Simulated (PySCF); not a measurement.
Species: carbonyl sulfide, COS.
SMILES: `O=C=S`

A PySCF run (density fitting, gas phase, GFN2-xTB geometry) gave HOMO -7.58 eV, LUMO -1.72 eV, dipole 0.68 D and E = -511.480 Eh.

Task: Which of these levels was it?
A. PBE0/def2-SVPD
B. PW91/pcSseg-1
C. PBE0/pcSseg-1
D. B97-2/def2-SVP

Result: B. It is PW91/pcSseg-1. All candidates on this geometry:

| level and settings | kind | basis functions | SCF cycles | E (Eh) | HOMO (eV) | LUMO (eV) | dipole (D) |
| --- | --- | --- | --- | --- | --- | --- | --- |
| PW91/pcSseg-1, start guess sap | GGA | 58 | 13 | -511.4798 | -7.58 | -1.72 | 0.68 |
| B97-2/def2-SVP, energy threshold 1e-11 Eh | global hybrid | 46 | 10 | -511.3188 | -8.42 | -0.59 | 0.62 |
| PBE0/def2-SVPD | global hybrid | 70 | 13 | -511.0753 | -8.84 | -0.93 | 0.81 |
| PBE0/pcSseg-1 | global hybrid | 58 | 13 | -511.2477 | -8.79 | -0.72 | 0.69 |

The nearest other candidate, by the summed differences of HOMO and LUMO, is B97-2/def2-SVP: its HOMO differs by -0.84 eV and its LUMO by +1.13 eV. Cycle counts include a coarse-grid stage where the run had one.
